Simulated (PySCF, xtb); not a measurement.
propane (C3H8), SMILES CCC.

Harmonic wavenumbers (cm⁻¹) from GFN2-xTB run with xtb at its own minimum, in rising order: 206, 257, 374, 793, 928, 936, 952, 1116, 1168, 1208, 1272, 1345, 1413, 1421, 1499, 1500, 1504, 1510, 1511, 2967, 2982, 3027, 3028, 3032, 3035, 3037, 3038.

Q: What does PBE-D3(BJ)/def2-SVP (PySCF) give at its own minimum? (An estimate is asked for; the answer gives what the named calculation found.)

A: 227, 276, 359, 731, 871, 876, 897, 1058, 1132, 1156, 1262, 1303, 1347, 1354, 1411, 1414, 1422, 1429, 1436, 2961, 2962, 2963, 3000, 3042, 3049, 3055, 3056. Paired by order, the mean absolute difference is 45 cm⁻¹ and the zero-point energies are 64.4 and 63.0 kcal/mol.
